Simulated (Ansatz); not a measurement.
## How methods differ on BHO2 (SMILES O=BO)

The species is BHO2 (4 atoms), meant as a singlet with charge 0. As SMILES, `O=BO`. Geometry: relaxed at PBE0-D4/def2-TZVP. The run starts from this shape.

Quantity: the adiabatic ionisation energy (to the doublet cation, no zero-point term), in eV. The values are calculated.

```json
{"level": "HF/STO-3G", "kind": "Hartree–Fock", "program": "Ansatz", "value (eV)": "7.20"}
{"level": "HF/3-21G", "kind": "Hartree–Fock", "program": "Ansatz", "value (eV)": "9.71"}
{"level": "HF/6-31G* (Cartesian functions)", "kind": "Hartree–Fock", "program": "Ansatz", "value (eV)": "10.13"}
{"level": "PBE/def2-SVP", "kind": "GGA", "program": "Ansatz", "value (eV)": "11.74"}
{"level": "B3LYP/6-31G* (Cartesian functions)", "kind": "global hybrid", "program": "Ansatz", "value (eV)": "11.68"}
{"level": "MP2/6-31G* (Cartesian functions)", "kind": "perturbation theory", "program": "Ansatz", "value (eV)": "11.82"}
{"level": "MP2/aug-cc-pVDZ", "kind": "perturbation theory", "program": "Ansatz", "value (eV)": "12.25"}
{"level": "CCSD/cc-pVDZ", "kind": "coupled cluster or CI", "program": "Ansatz", "value (eV)": "11.50"}
```

The values span 7.20 to 12.25 eV. Without the sets that lack polarisation functions the rows with a basis span only 10.13 to 12.25 eV.
